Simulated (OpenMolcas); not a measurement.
# HNO2 (nitrous acid) at PBE/def2-SVPD

What is the vertical singlet–triplet gap of HNO2 (nitrous acid) at PBE/def2-SVPD? 

The calculation is run with OpenMolcas 26.06.

## (1) Starting point

HNO2 has 4 atoms, charge 0, and is taken as a singlet. As SMILES, `O=NO`. Geometry: relaxed at GFN2-xTB.

Bond lengths: O1–N2 1.181 Å, N2–O3 1.392 Å, O3–H4 0.968 Å. Angles: O1–N2–O3 113.7°, N2–O3–H4 106.9°.

## (2) The energy at PBE/def2-SVPD

File job.input:

```
>>> EXPORT MOLCAS_PRINT=2

&gateway
  baslib = $CurrDir
  coord
  4
  bohr
  O      0.80256669     0.08634159     2.78037294
  N      0.60340845    -0.77747112     0.73185313
  O     -0.67514245     0.78595599    -0.95499199
  H     -0.73081378    -0.09482646    -2.55723408
  basis = def2-SVPD
  group = NoSym

&seward

&scf
  ksdft = PBE
  prorbitals = 0
```

The basis set def2-SVPD is read from a file made from the Basis Set Exchange's data (not shown).

The run is started by

```
$ export MOLCAS_MEM=1860
$ pymolcas job.input > job.log
```

Log:

```text
--- Start Module: gateway ---
[...]
--- Stop Module: gateway /rc=_RC_ALL_IS_WELL_ ---
--- Start Module: seward ---
[...]
      Basis functions           74
--- Stop Module: seward /rc=_RC_ALL_IS_WELL_ ---
[...]
--- Start Module: scf ---
[...]
       Convergence after  17 Iterations
[...]
::    Total KS-DFT energy                            -205.3691335956
[...]
      Total spin, S                                     0.0000000000
[...]
      Total electronic charge=   24.000000
      Total            charge=   -0.000000
[...]
      Dipole Moment (debye):
      Origin of the operator (angstrom)=    0.1098    0.0334    0.4151
                   X= -3.7884E-01               Y= -5.7425E-01               Z= -2.1718E+00           Total=  2.2781E+00
      Quadrupole Moment (debye*angstrom):
[...]
--- Stop Module: scf /rc=_RC_ALL_IS_WELL_ ---
[...]
```

Wall time 7.2 s (1 thread of Arm Neoverse V1, shared host); peak memory 0.43 GiB.

## (3) The triplet

File job.input:

```
&GATEWAY
BasLib=$CurrDir
Coord
4
bohr
O      0.80256669     0.08634159     2.78037294
N      0.60340845    -0.77747112     0.73185313
O     -0.67514245     0.78595599    -0.95499199
H     -0.73081378    -0.09482646    -2.55723408
Basis=def2-SVPD
Group=NoSym
&SEWARD
&SCF
UHF
Spin=3
KSDFT=PBE
PrOrbitals=0
```

The basis set def2-SVPD is read from a file made from the Basis Set Exchange's data (not shown).

The run is started by

```
$ export MOLCAS_MEM=1860
$ pymolcas job.input > job.log
```

Log:

```text
--- Start Module: gateway ---
[...]
--- Stop Module: gateway /rc=_RC_ALL_IS_WELL_ ---
--- Start Module: seward ---
[...]
      Basis functions           74
--- Stop Module: seward /rc=_RC_ALL_IS_WELL_ ---
[...]
--- Start Module: scf ---
[...]
       Convergence after  22 Iterations
[...]
::    Total KS-DFT energy                            -205.2806160197
[...]
      Total spin, S                                     1.0012629246
[...]
      Total electronic charge=   24.000000
      Total            charge=   -0.000000
[...]
      Dipole Moment (debye):
      Origin of the operator (angstrom)=    0.1098    0.0334    0.4151
                   X= -3.8336E-01               Y= -6.6393E-01               Z= -2.3312E+00           Total=  2.4540E+00
      Quadrupole Moment (debye*angstrom):
[...]
--- Stop Module: scf /rc=_RC_ALL_IS_WELL_ ---
[...]
```

It took 11 s on 1 thread of Arm Neoverse V1, shared host; peak memory 0.43 GiB.

## (4) Outcome

At PBE/def2-SVPD:

| quantity | value |
| --- | --- |
| singlet: total energy | -205.36913 Eh |
| singlet: dipole moment | 2.28 D |
| singlet: HOMO energy | -6.53 eV |
| singlet: LUMO energy | -3.61 eV |
| singlet: HOMO–LUMO gap | 2.93 eV |
| triplet: total energy | -205.28062 Eh |
| triplet: dipole moment | 2.45 D |
| triplet: HOMO energy (highest over α and β) | -3.92 eV |
| triplet: ⟨S²⟩ | 2.004 |
| vertical energy of the triplet above the singlet | 2.409 eV |

What this shows: At this shape the triplet lies 2.41 eV (56 kcal/mol) above the singlet.
